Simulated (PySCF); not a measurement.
**BH₄O−: geometry, NMR shifts, spin-spin couplings, electronic excitations and core binding energies**

What NMR shifts, spin-spin couplings, electronic excitations and core binding energies should BH₄O− (`[BH3-]O`) show?

The runs use PySCF 2.14.0, with density-fitted response routines of our own; the level of theory stands in each step. All values are computed, except where a source is named. Atoms count from 0, in the outputs and in this text.

**1. The starting structure**

6 atoms, charge -1, multiplicity 1; geometry from: GFN2-xTB.

Bonds of the start (Å): B0–O1 1.51, B0–H2 1.25, B0–H3 1.22, B0–H4 1.25, O1–H5 0.96.

**2. Geometry optimisation at PBE0-D3(BJ)/def2-SVP**

Job settings and geometry (Å):

```
{"job": {"xc": "PBE0", "basis": "def2-SVP", "d3": "d3bj", "grid": 1, "kind": "geom"}, "charge": -1, "multiplicity": 1}
B     -0.367860     0.000170    -0.020380
O      1.012720    -0.455950    -0.414930
H     -0.499420     1.223520    -0.214580
H     -1.177700    -0.611250    -0.695610
H     -0.576330    -0.219580     1.188370
H      1.614830     0.067070     0.113970
```

Log:

```text
step   0  E = -102.30051418  max force = 0.024064
step   1  E = -102.30188295  max force = 0.008535
step   2  E = -102.30201035  max force = 0.001907
step   3  E = -102.30202225  max force = 0.000310
optimisation converged
```

It took 3.6 s on 1 thread, shared host.

Along the way:

| step | energy from step 0 (eV) | largest force component (eV/Å) |
| --- | --- | --- |
| 0 | 0.0000 | 1.2374 |
| 1 | -0.0372 | 0.4389 |
| 2 | -0.0407 | 0.0981 |
| 3 | -0.0410 | 0.0159 |

Distances of close pairs at the start and the end, largest changes first:

| bond | before (Å) | after (Å) | change (Å) |
| --- | --- | --- | --- |
| B0–H3 | 1.219 | 1.257 | +0.038 |
| B0–H2 | 1.246 | 1.275 | +0.029 |
| B0–H4 | 1.246 | 1.275 | +0.029 |
| B0–O1 | 1.507 | 1.487 | -0.019 |
| O1–H5 | 0.957 | 0.960 | +0.003 |

The final coordinates are the input of the step that follows.

| at the end point | value |
| --- | --- |
| point group (found at 0.08 Å tolerance) | Cs |
| rotational constants (GHz, main isotopes) | 101.3, 22.439, 21.693 |

**3. NMR shieldings: PBE0/pcSseg-1**

Job settings and geometry (Å):

```
{"job": {"kind": "nmr", "xc": "PBE0", "basis": "pcSseg-1"}, "charge": -1, "multiplicity": 1}
B     -0.335376    -0.001244    -0.020601
O      1.023065    -0.454713    -0.422256
H     -0.526323     1.244211    -0.215836
H     -1.189865    -0.621670    -0.702808
H     -0.598342    -0.222960     1.207202
H      1.633080     0.060356     0.111138
```

Method: GIAO PBE0/pcSseg-1 NMR shielding, non-relativistic, gas phase.

Log:

```text
coarse grid: 4656 points
cycle   1  E = -102.2268735216  dE = -7.361e-02  |g| = 7.468e-01  |ddm| = 1.810e+00
cycle   2  E = -102.1043403146  dE =  1.225e-01  |g| = 1.125e+00  |ddm| = 2.330e+00
cycle   3  E = -102.3523216787  dE = -2.480e-01  |g| = 8.575e-02  |ddm| = 1.540e+00
cycle   4  E = -102.3540542082  dE = -1.733e-03  |g| = 2.818e-02  |ddm| = 9.102e-02
cycle   5  E = -102.3542797595  dE = -2.256e-04  |g| = 3.424e-03  |ddm| = 3.129e-02
cycle   6  E = -102.3542825045  dE = -2.745e-06  |g| = 3.532e-04  |ddm| = 4.189e-03
final grid: 43904 points
cycle   7  E = -102.3745157030  dE = -1.232e-05  |g| = 4.502e-03  |ddm| = 9.989e-03
cycle   8  E = -102.3745127690  dE =  2.934e-06  |g| = 6.081e-03  |ddm| = 6.427e-03
cycle   9  E = -102.3745192344  dE = -6.465e-06  |g| = 4.959e-04  |ddm| = 4.409e-03
cycle  10  E = -102.3745192881  dE = -5.370e-08  |g| = 8.499e-05  |ddm| = 5.817e-04
cycle  11  E = -102.3745192904  dE = -2.307e-09  |g| = 8.291e-06  |ddm| = 1.049e-04
cycle  12  E = -102.3745192904  dE = -2.311e-11  |g| = 1.149e-06  |ddm| = 1.323e-05
converged SCF energy = -102.3745192904

GIAO shielding tensors (ppm)
atom      isotropic    diamagn.    paramagn.     s11        s22        s33       span
  0 B      115.356     184.196     -68.841     95.931    101.021    149.115     53.184
  1 O      332.922     386.439     -53.517    256.460    323.053    419.252    162.792
  2 H       28.205      29.578      -1.373     25.567     26.884     32.165      6.597
  3 H       28.444      29.433      -0.989     26.620     26.788     31.924      5.304
  4 H       28.195      29.558      -1.364     25.567     26.880     32.139      6.572
  5 H       34.564      32.123       2.441     25.112     33.201     45.378     20.265
```

It took 3 s on 1 thread, shared host.

The references, computed at this level on geometries of the same kind, shield at (ppm): ¹H TMS 31.27, ¹⁷O H2O 334.6, ¹¹B BF3·OEt2 100.7. Their shielding less the atom's gives the shift. The references are single molecules in the gas phase, so shifts against H2O, NH3, PH3, H3PO4 or CFCl3 are not on the usual liquid scales and can be off by tens of ppm. Atoms listed in one row are averaged.

| atoms | environment | σ (ppm) | δ (ppm) |
| --- | --- | --- | --- |
| H2, H3, H4 | hydrogen on a boron bonded to O | 28.28 | 2.99 |
| H5 | hydrogen on an oxygen bonded to B | 34.56 | -3.30 |
| B0 | boron bonded to O, 3 H | 115.4 | -14.6 |
| O1 | oxygen bonded to B, H | 332.9 | 1.6 |

Charges from the same density, by scheme (e):

| atoms | Mulliken | IAO | Hirshfeld | ESP fit |
| --- | --- | --- | --- | --- |
| B0 | 0.13 | -0.26 | -0.15 | 0.45 |
| O1 | -0.57 | -0.67 | -0.38 | -0.80 |

Mayer bond orders: B0–O1 0.91.

**4. Indirect couplings: B3LYP/pcJ-1**

Same as in step 3 but for these lines:

```diff
@@ -1,2 +1,2 @@
-{"job": {"kind": "nmr", "xc": "PBE0", "basis": "pcSseg-1"}, "charge": -1, "multiplicity": 1}
+{"job": {"kind": "j", "xc": "B3LYP", "basis": "pcJ-1"}, "charge": -1, "multiplicity": 1}
 B     -0.335376    -0.001244    -0.020601
```

With the program's defaults for keys left out, this is: B3LYP/pcJ-1 indirect spin-spin coupling, non-relativistic, gas phase.

Log:

```text
coarse grid: 4656 points
cycle   1  E = -102.3590609388  dE = -7.133e-02  |g| = 8.141e-01  |ddm| = 1.642e+00
cycle   2  E = -102.1395760073  dE =  2.195e-01  |g| = 1.363e+00  |ddm| = 2.983e+00
cycle   3  E = -102.5012618843  dE = -3.617e-01  |g| = 1.019e-01  |ddm| = 2.175e+00
cycle   4  E = -102.5034595329  dE = -2.198e-03  |g| = 4.424e-02  |ddm| = 1.190e-01
cycle   5  E = -102.5040119344  dE = -5.524e-04  |g| = 4.961e-03  |ddm| = 4.698e-02
cycle   6  E = -102.5040176074  dE = -5.673e-06  |g| = 5.525e-04  |ddm| = 5.874e-03
final grid: 43904 points
cycle   7  E = -102.5260531153  dE = -6.058e-05  |g| = 2.416e-03  |ddm| = 9.974e-03
cycle   8  E = -102.5260532300  dE = -1.147e-07  |g| = 1.507e-03  |ddm| = 2.617e-03
cycle   9  E = -102.5260535930  dE = -3.630e-07  |g| = 9.017e-04  |ddm| = 1.521e-03
cycle  10  E = -102.5260537274  dE = -1.344e-07  |g| = 1.778e-04  |ddm| = 7.122e-04
cycle  11  E = -102.5260537347  dE = -7.309e-09  |g| = 2.635e-05  |ddm| = 2.292e-04
cycle  12  E = -102.5260537349  dE = -1.625e-10  |g| = 2.495e-06  |ddm| = 2.702e-05
converged SCF energy = -102.5260537349

Indirect spin-spin couplings (Hz)
  i      j    bonds     total        FC       PSO       DSO        SD
  0 B    1 O    1      2.750     2.045     1.151    -0.051    -0.396
  0 B    2 H    1     90.776    90.404    -0.336     0.658     0.050
  0 B    3 H    1     95.806    95.468    -0.374     0.657     0.054
  0 B    4 H    1     91.081    90.710    -0.338     0.657     0.051
  0 B    5 H    2     -4.473    -4.249     0.442    -0.796     0.130
  1 O    2 H    2     -2.347    -2.345    -0.163     0.148     0.013
  1 O    3 H    2    -15.339   -15.247    -0.194     0.089     0.013
  1 O    4 H    2     -2.543    -2.530    -0.170     0.148     0.010
  1 O    5 H    1    -64.561   -45.626   -17.634    -0.245    -1.056
  2 H    3 H    2     -7.382    -7.411     0.989    -1.030     0.070
  2 H    4 H    2     -3.827    -3.878     0.951    -0.983     0.082
  2 H    5 H    3      0.768     0.865     0.525    -0.699     0.077
  3 H    4 H    2     -7.322    -7.353     0.989    -1.029     0.071
  3 H    5 H    3     12.841    13.096     3.349    -3.575    -0.029
  4 H    5 H    3      0.513     0.620     0.603    -0.780     0.070
```

It took 3.7 s on 1 thread, shared host.

A choice of the couplings up to four bonds, sorted by the number of bonds, with means over like pairs; isotopes 11B, 1H, 17O:

| pair | bonds | J (Hz) | Fermi contact (Hz) |
| --- | --- | --- | --- |
| B0–H2 | 1 | 92.6 | 92.2 |
| O1–H5 | 1 | -64.6 | -45.6 |
| B0–O1 | 1 | 2.8 | 2.0 |
| O1–H2 | 2 | -6.7 | -6.7 |
| H2–H3 | 2 | -6.2 | -6.2 |
| B0–H5 | 2 | -4.5 | -4.2 |
| H2–H5 | 3 | 4.7 | 4.9 |

Quadrupole couplings from the field gradients of the same density:

| atom | isotope | eQq/h (MHz) | η |
| --- | --- | --- | --- |
| O1 | 17O | -10.1 | 0.84 |
| B0 | 11B | 0.766 | 0.33 |

Shifts (PBE0/pcSseg-1, unscaled) and these couplings together give the proton spectrum at 400 MHz below. Couplings to quadrupolar nuclei are left out.

¹H NMR δ 2.99 (br, 3H), -3.30 (br s, 1H).

**5. TDDFT and polarisability: CAM-B3LYP/def2-SVPD**

Same as in step 4 but for these lines:

```diff
@@ -1,2 +1,2 @@
-{"job": {"kind": "j", "xc": "B3LYP", "basis": "pcJ-1"}, "charge": -1, "multiplicity": 1}
+{"job": {"kind": "uv", "xc": "CAM-B3LYP", "basis": "def2-SVPD", "ip": true}, "charge": -1, "multiplicity": 1}
 B     -0.335376    -0.001244    -0.020601
```

Method: TDDFT CAM-B3LYP/def2-SVPD, vertical, gas phase, core orbitals frozen in the response.

Log:

```text
coarse grid: 4656 points
cycle   1  E = -102.2643780667  dE = -1.160e-01  |g| = 7.026e-01  |ddm| = 2.369e+00
cycle   2  E = -102.1716889693  dE =  9.269e-02  |g| = 1.036e+00  |ddm| = 1.411e+00
cycle   3  E = -102.3806341536  dE = -2.089e-01  |g| = 5.592e-02  |ddm| = 7.133e-01
cycle   4  E = -102.3813716945  dE = -7.375e-04  |g| = 1.998e-02  |ddm| = 9.647e-02
cycle   5  E = -102.3814936809  dE = -1.220e-04  |g| = 3.158e-03  |ddm| = 4.795e-02
cycle   6  E = -102.3814969133  dE = -3.232e-06  |g| = 4.424e-04  |ddm| = 8.344e-03
final grid: 43904 points
cycle   7  E = -102.4035368147  dE = -1.183e-05  |g| = 1.850e-03  |ddm| = 2.004e-02
cycle   8  E = -102.4035368556  dE = -4.081e-08  |g| = 2.193e-03  |ddm| = 4.612e-03
cycle   9  E = -102.4035377264  dE = -8.708e-07  |g| = 2.333e-04  |ddm| = 1.533e-03
cycle  10  E = -102.4035377422  dE = -1.580e-08  |g| = 1.069e-04  |ddm| = 4.626e-04
cycle  11  E = -102.4035377461  dE = -3.901e-09  |g| = 1.788e-05  |ddm| = 2.531e-04
cycle  12  E = -102.4035377462  dE = -1.536e-10  |g| = 2.499e-06  |ddm| = 5.375e-05
converged SCF energy = -102.4035377462

Static polarisability (au): isotropic 37.655, principal 36.756 38.028 38.182

Singlet excitations
state   eV       nm        f      main configurations
  1   4.6007    269.5   0.00335   H->L 0.90
  2   5.5220    224.5   0.03620   H-1->L 0.97
  3   5.6386    219.9   0.05017   H->L+1 0.88
  4   6.5033    190.6   0.03602   H-1->L+1 0.93
  5   6.8073    182.1   0.00773   H->L+2 0.92
  6   7.2343    171.4   0.01342   H->L+4 0.87
  7   7.3013    169.8   0.02953   H->L+3 0.89
  8   7.6784    161.5   0.03790   H-2->L 0.73, H-2->L+1 0.09
  9   7.7643    159.7   0.01488   H-3->L 0.58, H-1->L+4 0.13, H-3->L+1 0.12
 10   7.7835    159.3   0.05283   H->L+6 0.80, H-1->L+3 0.10

Triplet excitations (Tamm-Dancoff, eV): 4.4380 5.3589 5.4447 6.2627
Vertical ionisation energy (delta-SCF) = 3.3545 eV
```

Wall time 11 s (1 thread, shared host).

The orbitals next to the gap, with their largest atomic shares:

| orbital | eV | atoms |
| --- | --- | --- |
| HOMO−3 | -5.44 | O1 56 %, B0 24 %, H3 10 % |
| HOMO−2 | -5.33 | O1 56 %, B0 22 %, H4 8 % |
| HOMO−1 | -3.03 | B0 36 %, H3 26 %, O1 16 % |
| HOMO | -2.26 | O1 35 %, B0 27 %, H4 18 % |
| LUMO | 5.32 | B0 73 %, O1 11 %, H5 7 % |
| LUMO+1 | 6.46 | O1 48 %, H5 17 %, B0 16 % |
| LUMO+2 | 7.62 | O1 76 %, B0 10 %, H5 6 % |

With each of the 10 states as a Gaussian band of 0.4 eV half-width at 1/e, the curve within the window shown has maxima at 221 nm (ε 3,400), 188 nm (ε 1,700), 161 nm (ε 4,800) L/(mol cm). Beyond the last state computed it falls off for lack of states. The curve at chosen wavelengths:

```csv
nm,ε (L/mol/cm)
153,2120
159,4553
165,4228
172,2517
178,1670
184,1640
190,1706
197,1325
203,1267
209,1951
215,2947
222,3428
228,2934
234,2004
240,1139
247,510
253,266
259,178
265,153
272,139
278,120
284,95
290,68
297,42
303,26
309,15
```

Further results of this job:

| property | computed |
| --- | --- |
| polarisability (Å³) | 5.58 |
| HOMO–LUMO gap (eV) | 7.58 |
| −ε(HOMO) (eV) | 2.26 |

**6. Shielding tensors: HF/pcSseg-2**

Same as in step 5 but for these lines:

```diff
@@ -1,2 +1,2 @@
-{"job": {"kind": "uv", "xc": "CAM-B3LYP", "basis": "def2-SVPD", "ip": true}, "charge": -1, "multiplicity": 1}
+{"job": {"kind": "nmr", "xc": "HF", "basis": "pcSseg-2", "pop": false}, "charge": -1, "multiplicity": 1}
 B     -0.335376    -0.001244    -0.020601
```

Level: GIAO HF/pcSseg-2 NMR shielding, non-relativistic, gas phase.

Log:

```text
final grid: 43904 points
cycle   1  E = -101.8480989002  dE = -1.758e-01  |g| = 5.497e-01  |ddm| = 1.358e+00
cycle   2  E = -101.8953761670  dE = -4.728e-02  |g| = 3.685e-01  |ddm| = 6.352e-01
cycle   3  E = -101.9182827854  dE = -2.291e-02  |g| = 3.817e-02  |ddm| = 1.864e-01
cycle   4  E = -101.9187958798  dE = -5.131e-04  |g| = 8.426e-03  |ddm| = 5.488e-02
cycle   5  E = -101.9188238823  dE = -2.800e-05  |g| = 1.905e-03  |ddm| = 1.495e-02
cycle   6  E = -101.9188256624  dE = -1.780e-06  |g| = 5.569e-04  |ddm| = 3.920e-03
cycle   7  E = -101.9188258465  dE = -1.841e-07  |g| = 1.496e-04  |ddm| = 1.100e-03
cycle   8  E = -101.9188258613  dE = -1.487e-08  |g| = 2.580e-05  |ddm| = 3.936e-04
cycle   9  E = -101.9188258618  dE = -4.738e-10  |g| = 4.916e-06  |ddm| = 8.338e-05
converged SCF energy = -101.9188258618

GIAO shielding tensors (ppm)
atom      isotropic    diamagn.    paramagn.     s11        s22        s33       span
  0 B      124.628     176.454     -51.826    108.391    111.665    153.828     45.437
  1 O      331.051     387.161     -56.110    263.461    318.049    411.643    148.181
  2 H       28.924      29.136      -0.211     26.417     27.623     32.734      6.317
  3 H       29.142      28.944       0.199     27.237     27.589     32.600      5.363
  4 H       28.919      29.114      -0.196     26.418     27.633     32.706      6.288
  5 H       34.113      33.154       0.959     24.774     31.463     46.104     21.330
```

Run time: 3 s. Hardware: 1 thread, shared host.

In short: δ B0 -10.1, O1 -4.7, H2 2.69, H5 -2.43 ppm (means over like atoms).

**7. Core-electron binding energies: SCAN, X2C**

Same as in step 6 but for these lines:

```diff
@@ -1,2 +1,2 @@
-{"job": {"kind": "nmr", "xc": "HF", "basis": "pcSseg-2", "pop": false}, "charge": -1, "multiplicity": 1}
+{"job": {"kind": "xps"}, "charge": -1, "multiplicity": 1}
 B     -0.335376    -0.001244    -0.020601
```

Level: delta-SCF UKS SCAN, pcX-2 on the ionised atom, pcseg-1 elsewhere, spin-free X2C.

Log:

```text
ground state, core basis on atom 0 (B), 79 functions
  cycle   1  E = -102.36913397  |g| = 7.60e-01
  cycle   2  E = -102.11051911  |g| = 1.36e+00
  cycle   3  E = -102.50738846  |g| = 1.39e-01
  cycle   4  E = -102.51184157  |g| = 4.46e-02
  cycle   5  E = -102.51236271  |g| = 8.67e-03
  cycle   6  E = -102.51238056  |g| = 2.05e-03
  cycle   7  E = -102.51238222  |g| = 1.81e-04
  E(ground) = -102.51613740 Eh
hole in B 1s of atom 0
  cycle   1  E = -95.18023663  |g| = 1.17e+00
  cycle   2  E = -94.68792918  |g| = 1.44e+00
  cycle   3  E = -95.55585881  |g| = 2.84e-01
  cycle   4  E = -95.57449116  |g| = 2.09e-01
  cycle   5  E = -95.59050431  |g| = 2.60e-02
  cycle   6  E = -95.59073666  |g| = 6.95e-03
  cycle   7  E = -95.59077317  |g| = 1.94e-03
  cycle   8  E = -95.59077673  |g| = 9.60e-04
  cycle   9  E = -95.59077870  |g| = 3.22e-04
  E(ion) = -95.59459959 Eh   <S^2> = 0.7738   hole on atom = 1.000   binding energy = 188.345 eV
ground state, core basis on atom 1 (O), 79 functions
  cycle   1  E = -102.55206384  |g| = 9.29e-02
  cycle   2  E = -102.55200253  |g| = 2.72e-02
  cycle   3  E = -102.55185116  |g| = 4.08e-02
  cycle   4  E = -102.55212740  |g| = 2.42e-03
  cycle   5  E = -102.55213003  |g| = 3.57e-04
  E(ground) = -102.55071166 Eh
hole in O 1s of atom 1
  cycle   1  E = -82.20653241  |g| = 2.21e+00
  cycle   2  E = -81.86565134  |g| = 2.13e+00
  cycle   3  E = -82.97896972  |g| = 3.48e-01
  cycle   4  E = -83.00919597  |g| = 3.96e-02
  cycle   5  E = -83.00972085  |g| = 1.12e-02
  cycle   6  E = -83.00977168  |g| = 2.24e-03
  cycle   7  E = -83.00977462  |g| = 1.02e-03
  cycle   8  E = -83.00977556  |g| = 4.48e-04
  E(ion) = -83.01055841 Eh   <S^2> = 0.7625   hole on atom = 1.000   binding energy = 531.715 eV
```

Wall time 4.8 s (1 thread, shared host).

Binding energies by hole, beside the orbital energy of the ground state; the difference holds orbital relaxation and, for a density functional, its self-interaction error:

| hole | stands for | environment | ΔSCF (eV) | −ε (eV) | ⟨S²⟩ |
| --- | --- | --- | --- | --- | --- |
| B1s on B0 | B0 | boron bonded to O, 3 H | 188.34 | 172.6 | 0.774 |
| O1s on O1 | O1 | oxygen bonded to B, H | 531.71 | 509.6 | 0.762 |

**8. Run by run: NMR shifts**

Shifts (ppm), means over like atoms, with basis size and wall time:

| run | H2 | H5 | B0 | O1 | functions | time |
| --- | --- | --- | --- | --- | --- | --- |
| PBE0/pcSseg-1 | 2.99 | -3.30 | -14.6 | 1.6 | 54 | 3 s |
| HF/pcSseg-2 | 2.69 | -2.43 | -10.1 | -4.7 | 128 | 3 s |

**9. Results**

```
                                                              quantity                         value
                                                           point group                            Cs
                                  rotational constants (main isotopes)      101.27, 22.44, 21.69 GHz
¹H shifts against TMS (PBE0/pcSseg-1, means over atoms taken as alike)               2.99, -3.30 ppm
                           ¹¹B shifts against BF3·OEt2 (PBE0/pcSseg-1)                     -14.6 ppm
                                ¹⁷O shifts against H2O (PBE0/pcSseg-1)                       1.6 ppm
                           largest coupling of the table (B3LYP/pcJ-1)        ¹J(B,H) B0–H2, 92.6 Hz
                                  lowest singlet (CAM-B3LYP/def2-SVPD)   4.60 eV (269 nm), f = 0.003
                              brightest single state of those computed  state 10, 7.78 eV, f = 0.053
                                                        lowest triplet                       4.44 eV
                                     vertical ionisation energy (ΔSCF)                       3.35 eV
                                      B1s binding energies, SCAN/pcX-2                  B0 188.34 eV
                                      O1s binding energies, SCAN/pcX-2                  O1 531.71 eV
                                              range of the shift of O1               -4.7 to 1.6 ppm
```

In words: The optimisation took 3 steps and gained 0.041 eV; among the close pairs (by a distance rule), B0–H3 changed most, from 1.219 to 1.257 Å. At PBE0/pcSseg-1: The widest tensor belongs to O1: span 163 ppm, with a paramagnetic part of -54 ppm. Of the pairs tabulated at B3LYP/pcJ-1, B0–H2 (mean over like pairs) couples most strongly (92.6 Hz; Fermi contact 92.2 Hz). The first singlet state (HOMO→LUMO 0.90) lies at 4.60 eV and is weak; of the 10 states computed, the strongest absorption comes from states 9 to 10 together at 7.78 eV (the last computed, so partners may be missing). The lowest triplet lies 0.16 eV below the lowest singlet (triplets in Tamm-Dancoff, singlets in full TDDFT). In the gas-phase run even the lowest singlet lies above the computed detachment energy of this anion, so its states are not to be taken as bound. At CAM-B3LYP/def2-SVPD, all states lie near or above the ionisation energy, where they hang on the basis. ΔSCF puts the ionisation energy at 3.35 eV, 1.09 eV above −ε(HOMO). Across the 2 runs the shift of O1 moves most, between -4.7 (HF/pcSseg-2) and 1.6 ppm (PBE0/pcSseg-1). Most of that comes from the computed reference, not from the atom's own shielding.
